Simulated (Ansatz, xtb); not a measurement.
## Two isomers of CH5NO2

Structure X: `NOCO`, a singlet. Structure Y: `OCNO`, a singlet. Both are isolated molecules in the gas phase, relaxed with B3LYP/6-31G*, each in the lowest conformer that the search found.

Energies in hartree; the thermal terms are from B3LYP/6-31G* harmonic frequencies (ideal gas, rigid rotor, one conformer each, 400 K, 1 atm) and include the zero-point energy:

```
                               X           Y
E, CCSD(T)/def2-TZVP  −245.892264  −245.891046
   zero-point energy     0.074555     0.073884
        H(400 K) − E     0.083586     0.083053
        G(400 K) − E     0.035596     0.034865
```

Task: Work out ΔE, ΔE₀, ΔH and ΔG for X → Y in kcal/mol (1 Eh = 627.51 kcal/mol) and the equilibrium ratio [Y]/[X].

Result: 1. ΔE = −245.891046 − (−245.892264) = +0.001218 Eh = +0.76 kcal/mol.
2. ΔE₀ = ΔE + ΔZPE = +0.001218 + (−0.000671) Eh = +0.34 kcal/mol.
3. ΔH = ΔE + (−0.000533) Eh = +0.43 kcal/mol.
4. ΔG = ΔE + (−0.000731) Eh = +0.31 kcal/mol, so ΔS = (ΔH − ΔG)/T = +1.3 J/(mol K).
5. kT = 1.2667 mEh, so K = [Y]/[X] = exp(−ΔG/kT) = exp(−0.38) ≈ 0.68.

The two are too close for this level to say which is favoured. An error of 1 kcal/mol in ΔG would change K by a factor of 3.5. Mirror images and further conformers aren't counted.

As drawn, Y has 1 C–N, 1 O–H in place of 1 C–O, 1 N–H.

Other levels gave ΔE = −1.0 (GFN2-xTB); +7.1 (HF/STO-3G, GFN2-xTB geometries); +1.0 (r2SCAN-D4/def2-SVP, GFN2-xTB geometries); +3.1 (B3LYP/6-31G*); +0.5 (HF/def2-TZVP); +0.4 (MP2/def2-TZVP) kcal/mol. The correlated steps freeze 4 core orbitals. Programs: Ansatz 0.2.0, xtb 6.7.1.
